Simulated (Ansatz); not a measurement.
**SiNH+ (doublet): the correlation ladder, cc-pVDZ**

How much of the correlation energy of SiNH+ (doublet) does each wave-function method recover here?

Method: cc-pVDZ, core rule «outside noble gas», up to 6 orbitals frozen; program: Ansatz 0.2.0, Gaussian basis.

The runs, in order: UHF; CCSD(T) on ROHF; CCSD(T) on UHF; BCCD(T) on ROHF; CISD; CCSDT(Q) on ROHF; CCSDT(Q) on UHF; CCSDTQ on ROHF; CCSDTQ on UHF; CASSCF and MRCISD+Q, 9 electrons in 9 orbitals; CASSCF and NEVPT2, 9 electrons in 9 orbitals.

3 further runs of the same task are left out: 3 set aside as unsound or not needed.

**1. What is computed**

The geometry is a PBE0/def2-TZVP stationary point (not a proven minimum) of the parent state, kept for this charge and spin.

3 atoms, charge 1, spin multiplicity 2.

Atoms are counted from 1 here; the program's logs count them from 0.

Bond lengths: Si1–N2 1.546 Å, N2–H3 1.000 Å. Angles: Si1–N2–H3 180.0°.

**2. UHF**

Contents of in.yaml:

```yaml
crystal:
  periodic: [false, false, false]
  atoms:
    - {symbol: Si, position_ang: [0.000000, 0.000000, -1.363630]}
    - {symbol: N, position_ang: [0.000000, 0.000000, 0.182007]}
    - {symbol: H, position_ang: [0.000000, 0.000000, 1.181623]}
basis:
  gaussian: {orbitals: cc-pVDZ}
total_charge: 1
magnetization: {spin_polarized: true, initial_magnetization: 1}
hamiltonian: {xc: hf}
output: {orbitals: {seedname: orbitals}}
```

The run is started by

```console
> ansatz run in.yaml --threads 1 --pin off --events-out ev --progress --plain --max-ram 4096MiB --backend cpu
```

After this run come: CCSD(T) on ROHF; CCSD(T) on UHF; BCCD(T) on ROHF; CISD; CCSDT(Q) on ROHF; CCSDT(Q) on UHF; CCSDTQ on ROHF; CCSDTQ on UHF; CASSCF and MRCISD+Q, 9 electrons in 9 orbitals; CASSCF and NEVPT2, 9 electrons in 9 orbitals.

Q: Predict the results of all the runs planned. Wanted: UCCSDTQ below the RHF energy; RMP2 from UCCSDTQ; UMP2 from UCCSDTQ; RCCSD from UCCSDTQ; RCCSD(T) from UCCSDTQ; UCCSD(T) from UCCSDTQ; RCCSDT(Q) from UCCSDTQ; UCCSDT(Q) from UCCSDTQ; NEVPT2 valence from UCCSDTQ.

The runs gave:

```
                         quantity                                                                       value
     UCCSDTQ below the RHF energy                                                                  -6.1605 eV
                RMP2 from UCCSDTQ                                                             +22.88 kcal/mol
                UMP2 from UCCSDTQ                                                             +22.92 kcal/mol
               RCCSD from UCCSDTQ                                                              +4.63 kcal/mol
            RCCSD(T) from UCCSDTQ                                                              +0.92 kcal/mol
            UCCSD(T) from UCCSDTQ                                                              +0.92 kcal/mol
           RCCSDT(Q) from UCCSDTQ                                                              +0.03 kcal/mol
           UCCSDT(Q) from UCCSDTQ                                                              -0.01 kcal/mol
      NEVPT2 valence from UCCSDTQ                                                             +20.44 kcal/mol
    MRCISD+Q valence from UCCSDTQ                                                              +1.14 kcal/mol
levels within 1 kcal/mol (43 meV)  RCCSD(T), UCCSD(T), BCCD(T), RCCSDT, UCCSDT, RCCSDT(Q), UCCSDT(Q), RCCSDTQ
                    T1 diagnostic                                                                       0.021
   effectively unpaired electrons                                                                        1.04
```

What this shows: RCCSD(T) misses by +0.92 kcal/mol, 0.6 % of the correlation energy. One determinant dominates. Of the multireference levels listed MRCISD+Q valence comes nearest in total energy (+1.14 kcal/mol), which doesn't show that its space is the better one. These misses are within one basis, not against nature; the frozen cores of restricted and unrestricted runs differ, which can shift their rows.
